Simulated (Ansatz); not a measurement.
A made-up structure of C$_{2}$H$_{2}$Al, doublet:

```csv
atom,x (Å),y (Å),z (Å)
C1,0.9269,-1.1037,1.9421
C2,0.4587,-0.5497,0.9622
Al3,-0.2720,0.3239,-0.5699
H4,0.7427,-1.3527,0.3312
H5,0.0877,1.8424,-0.8025
```

It is relaxed with PBE-D4/def2-SVP and then PBE0-D4/def2-TZVP (Ansatz 0.2.0). Atoms count as bonded within 1.22 times the sum of their covalent radii (H–H: 0.88 Å). The end point is not checked to be a true minimum.

Does its bonding change? (A judgement: the text doesn't fix the answer.)

The calculation gives: No: no bond forms or breaks.

Where it ends: The first stage lowers the energy by 0.73 eV in 14 steps. It ends as C₂H₂Al ([C][CH][AlH]):
```xyz
5
angstrom
C 0.9909 -1.0315 1.8142
C 0.5486 -0.5323 0.7352
Al -0.0993 0.4435 -0.8088
H 0.6249 -1.7444 0.7552
H -0.1212 2.0249 -0.6326
```

Labels in which every atom is bracketed show which atoms are joined, not bond orders.

For scale, one of the runs: PBE0-D4/def2-TZVP relaxation, 111 basis functions, launched by `ansatz run in.yaml --threads 2 --pin off --events-out ev --progress --plain --max-ram 4352MiB`. The run took about 15 s on 2 CPU threads of an Arm Neoverse V2 (shared host).
